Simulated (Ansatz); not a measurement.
# CH2F2 (singlet): wave-function methods side by side, 6-31G*

One table from this session's results is given with a row withheld; the runs are named, their logs left out.

Method: 6-31G*, core rule «outside noble gas», up to 3 orbitals frozen; program: Ansatz 0.2.0, Gaussian basis.

Plan: UHF; CCSD(T) on RHF; BCCD(T) on RHF; CISD; CCSDT(Q) on RHF; CASSCF and MRCISD+Q, 16 electrons in 12 orbitals; CASSCF and NEVPT2, 16 electrons in 12 orbitals.

22 further runs of the same task are left out: 4 for a known fault of the program, 1 that didn't finish, 17 set aside as unsound or not needed.

### What is computed

The geometry is an MP2(full)/6-31G* stationary point (not a proven minimum).

5 atoms, charge 0, spin multiplicity 1.

Atoms are counted from 1 here; the program's logs count them from 0.

Bond lengths: C1–F2 1.364 Å, C1–F3 1.364 Å, C1–H4 1.091 Å, C1–H5 1.091 Å. Angles: F2–C1–F3 108.9°, F2–C1–H4 108.8°, F2–C1–H5 108.8°, F3–C1–H4 108.8°, F3–C1–H5 108.8°, H4–C1–H5 112.8°.

Set-up of the first run:

in.yaml reads:

```yaml
crystal:
  periodic: [false, false, false]
  atoms:
    - {symbol: C, position_ang: [0.000000, 0.000000, 0.556162]}
    - {symbol: F, position_ang: [0.000000, 1.109716, -0.237342]}
    - {symbol: F, position_ang: [0.000000, -1.109716, -0.237342]}
    - {symbol: H, position_ang: [-0.908369, 0.000000, 1.159958]}
    - {symbol: H, position_ang: [0.908369, 0.000000, 1.159958]}
basis:
  gaussian: {orbitals: "6-31G*"}
magnetization: {spin_polarized: true, initial_magnetization: 0}
hamiltonian: {xc: hf}
output: {orbitals: {seedname: orbitals}}
```

On the command line:

```console
$ ansatz run in.yaml --threads 1 --pin off --events-out ev --progress --plain --max-ram 4160MiB --backend cpu
```

Steps of the session up to this table: UHF; CCSD(T) on RHF; BCCD(T) on RHF; CISD; CCSDT(Q) on RHF; CASSCF and MRCISD+Q, 16 electrons in 12 orbitals; CASSCF and NEVPT2, 16 electrons in 12 orbitals.

One of the session's tables, all rows but one given; the rest of the session is left out.

| method | from RCCSDT(Q) (meV) |
| --- | --- |
| RHF | +13471.9 |
| RMP2 | +704.0 |
| CISD | +1504.9 |
| RCCSD | +309.4 |
| RCCSD(T) | +37.6 |
| BCCD(T) | +30.7 |
| RCCSDT | +20.4 |
| RCCSDT(Q) | 0 |
| CASSCF valence | +10591.5 |
| NEVPT2 valence | ? |
| MRCISD valence | +901.9 |
| MRCISD+Q valence | +149.2 |

Estimate the missing values for NEVPT2 valence.

As computed: from RCCSDT(Q) (meV): +1158.1. In the column «from RCCSDT(Q) (meV)» it lies between MRCISD valence (+901.9) and CISD (+1504.9).
